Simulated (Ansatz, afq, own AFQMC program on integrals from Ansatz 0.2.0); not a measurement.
## Where AFQMC and coupled cluster stand for PN⁺, doublet

```yaml
atoms:
  - { symbol: N, position_ang: [0.0000, 0.0000, 0.0000] }
  - { symbol: P, position_ang: [0.0000, 0.0000, 1.4794] }
```

Basis 6-31G. Only valence electrons are correlated. Integrals, coupled cluster, full CI and functionals: Ansatz 0.2.0; the random walks run on the same integrals in our own AFQMC program. ph-AFQMC/CISD is guided by a CISD state made of CCSD amplitudes; releasing the constraint for a short imaginary time cuts its bias at the price of noise, slowly where states lie close. ± is one standard error of the sampling.

Determinant: UHF, the one that the program's search chose, which needn't be the lowest solution. The geometry is a PBE0/def2-TZVP stationary point of this or a neighbouring charge and spin state.

Full CI on the same integrals is exact in this basis and with this determinant's frozen core.

Cautions: strong correlation (T1 0.110, weight of the determinant 0.69, largest double 0.15); unrestricted determinant spin contaminated (⟨S²⟩ 1.58 against 0.75); CCSD(T) is in doubt: in a space of 9 electrons in 8 natural orbitals full CI lies 96 meV below it.

```
T1 diagnostic                               : 0.1097
weight of the determinant in the CISD state : 0.688
⟨S²⟩ of the determinant                     : 1.584
size of the correlated space                : 9 electrons in 16 orbitals
```

| level | correlation energy (eV) |
| --- | --- |
| MP2 | -3.0228 |
| CCSD | -4.4342 |
| CCSD(T) | -4.5907 |

**Question.** Estimate where AFQMC with the constraint released lies against CCSD(T) on the same integrals.

**Answer.** 2.54 ± 0.42 kcal/mol below CCSD(T).

Reference: full CI, correlation energy -4.738 eV. The released energy is read at 2.40 1/Eh (meV from the phaseless value at times in 1/Eh: -37 ± 21 at 0.24, -78 ± 17 at 0.51, -88 ± 16 at 0.99, -72 ± 14 at 1.62, -61 ± 18 at 2.40). The cautions show a poor starting determinant, so the rows tell how each method copes with it here, and full CI is the sure value.

| level | E − E(reference) (kcal/mol) | share of correlation (%) |
| --- | --- | --- |
| CCSD(T) | 3.39 | 96.90 |
| CCSDT | 1.69 | 98.46 |
| CCSDT(Q) | 0.38 | 99.65 |
| CCSDTQ | 0.26 | 99.76 |
| ph-AFQMC/HF | 0.79 ± 0.95 | 99.28 |
| ph-AFQMC/CISD | 2.25 ± 0.39 | 97.94 |
| released AFQMC | 0.85 ± 0.42 | 99.22 |

CCSDT and higher add their correlation energy to the determinant of the CCSD(T) run, since their own runs factorise the integrals more tightly (a shift of under 2 meV). A walk keeps the symmetry of its determinant, which the program's search chose and which needn't be the lowest solution, so a lower state of the same spin and another symmetry isn't excluded. Released energies are given only where the last usable release times agree within the noise; a slower fall can still hide under it.
